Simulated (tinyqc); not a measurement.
Worked calculation: UHF in the sto-3g basis, for NH, spin multiplicity 3. One step of it, computed by the program tinyqc.

Question. Iteration 4: building the Fock matrix. J_ij = sum D_kl (ij|kl) with D = D(alpha) + D(beta), K_ij = sum D_kl (ik|jl) for each spin; F = H + J - K(s); E = tr D H + tr D J / 2 - 0.5 sum_s tr D(s) K(s) + E_nn.

D(alpha) after iteration 3, lower triangle:
```
            1N 1s      1N 2s    1N 2px    1N 2py    1N 2pz     2H 1s
1N 1s    1.057608
1N 2s   -0.246105   1.057137
1N 2px   0.000000   0.000000  1.000000
1N 2py   0.000000   0.000000  0.000000  1.000000
1N 2pz   0.028253  -0.142694  0.000000  0.000000  0.517255
2H 1s   -0.000822  -0.042298  0.000000  0.000000  0.383767  0.288746
```

D(beta) after iteration 3, lower triangle:
```
            1N 1s      1N 2s    1N 2px    1N 2py    1N 2pz     2H 1s
1N 1s    1.056524
1N 2s   -0.241587   1.039799
1N 2px   0.000000   0.000000  0.000000
1N 2py   0.000000   0.000000  0.000000  0.000000
1N 2pz   0.042422  -0.201457  0.000000  0.000000  0.332124
2H 1s   -0.001589  -0.056640  0.000000  0.000000  0.390403  0.494365
```

core Hamiltonian H = T + V (hartree), lower triangle:
```
             1N 1s      1N 2s     1N 2px     1N 2py     1N 2pz      2H 1s
1N 1s   -24.567346
1N 2s    -5.648829  -6.628764
1N 2px    0.000000   0.000000  -5.261866
1N 2py    0.000000   0.000000   0.000000  -5.261866
1N 2pz   -0.008023  -0.100958   0.000000   0.000000  -5.319941
2H 1s    -0.548947  -1.457631   0.000000   0.000000  -1.274555  -3.056844
```

Two-electron integrals (ij|kl) in chemists' order, unique and non-zero (hartree):
```
(11|11) 4.166630   (21|11) 0.640849   (21|21) 0.117461   (22|11) 0.969864
(22|21) 0.220936   (22|22) 0.708245   (31|31) 0.020960   (32|31) 0.032452
(32|32) 0.156449   (33|11) 0.967124   (33|21) 0.220977   (33|22) 0.708086
(33|33) 0.762805   (41|41) 0.020960   (42|41) 0.032452   (42|42) 0.156449
(43|43) 0.041119   (44|11) 0.967124   (44|21) 0.220977   (44|22) 0.708086
(44|33) 0.680568   (44|44) 0.762805   (51|51) 0.020960   (52|51) 0.032452
(52|52) 0.156449   (53|53) 0.041119   (54|54) 0.041119   (55|11) 0.967124
(55|21) 0.220977   (55|22) 0.708086   (55|33) 0.680568   (55|44) 0.680568
(55|55) 0.762805   (61|11) 0.062204   (61|21) 0.011325   (61|22) 0.021235
(61|33) 0.021187   (61|44) 0.021187   (61|51) 0.000553   (61|52) 0.001056
(61|55) 0.021333   (61|61) 0.001108   (62|11) 0.183160   (62|21) 0.042380
(62|22) 0.154353   (62|33) 0.151003   (62|44) 0.151003   (62|51) 0.003488
(62|52) 0.028994   (62|55) 0.160893   (62|61) 0.004202   (62|62) 0.046820
(63|31) 0.003908   (63|32) 0.023974   (63|53) 0.005519   (63|63) 0.005516
(64|41) 0.003908   (64|42) 0.023974   (64|54) 0.005519   (64|64) 0.005516
(65|11) 0.158667   (65|21) 0.037125   (65|22) 0.144008   (65|33) 0.137452
(65|44) 0.137452   (65|51) 0.006484   (65|52) 0.048494   (65|55) 0.156951
(65|61) 0.003805   (65|62) 0.052447   (65|65) 0.063387   (66|11) 0.369926
(66|21) 0.086877   (66|22) 0.363539   (66|33) 0.348730   (66|44) 0.348730
(66|51) 0.007659   (66|52) 0.089967   (66|55) 0.392711   (66|61) 0.008648
(66|62) 0.151552   (66|65) 0.189893   (66|66) 0.774606
```

nuclear repulsion = 2.60495111 hartree

Give: Coulomb J; exchange K(alpha); exchange K(beta); F(alpha); F(beta); total energy of this density.

Answer.

Coulomb J (hartree), lower triangle:
```
          1N 1s   1N 2s  1N 2px  1N 2py  1N 2pz   2H 1s
1N 1s   13.4720
1N 2s    2.4503  5.8147
1N 2px   0.0000  0.0000  5.7913
1N 2py   0.0000  0.0000  0.0000  5.7913
1N 2pz  -0.0040  0.0367  0.0000  0.0000  5.8416
2H 1s    0.2367  1.2794  0.0000  0.0000  1.2134  3.3004
```

exchange K(alpha) (hartree), lower triangle:
```
         1N 1s    1N 2s  1N 2px  1N 2py  1N 2pz   2H 1s
1N 1s   4.2678
1N 2s   0.7255   1.1807
1N 2px  0.0000   0.0000  1.0006
1N 2py  0.0000   0.0000  0.0000  1.0006
1N 2pz  0.0018  -0.0281  0.0000  0.0000  0.7830
2H 1s   0.0753   0.2899  0.0000  0.0000  0.3171  0.4342
```

exchange K(beta) (hartree), lower triangle:
```
         1N 1s    1N 2s  1N 2px  1N 2py  1N 2pz   2H 1s
1N 1s   4.2211
1N 2s   0.6548   0.8339
1N 2px  0.0000   0.0000  0.1871
1N 2py  0.0000   0.0000  0.0000  0.1871
1N 2pz  0.0012  -0.0656  0.0000  0.0000  0.5709
2H 1s   0.0665   0.2471  0.0000  0.0000  0.3046  0.5621
```

F(alpha) (hartree), lower triangle:
```
           1N 1s    1N 2s   1N 2px   1N 2py   1N 2pz    2H 1s
1N 1s   -15.3632
1N 2s    -3.9241  -1.9947
1N 2px    0.0000   0.0000  -0.4712
1N 2py    0.0000   0.0000   0.0000  -0.4712
1N 2pz   -0.0138  -0.0362   0.0000   0.0000  -0.2614
2H 1s    -0.3876  -0.4682   0.0000   0.0000  -0.3782  -0.1907
```

F(beta) (hartree), lower triangle:
```
           1N 1s    1N 2s  1N 2px  1N 2py   1N 2pz    2H 1s
1N 1s   -15.3164
1N 2s    -3.8534  -1.6480
1N 2px    0.0000   0.0000  0.3423
1N 2py    0.0000   0.0000  0.0000  0.3423
1N 2pz   -0.0132   0.0013  0.0000  0.0000  -0.0492
2H 1s    -0.3788  -0.4254  0.0000  0.0000  -0.3658  -0.3185
```

total energy of this density = -54.206718 hartree
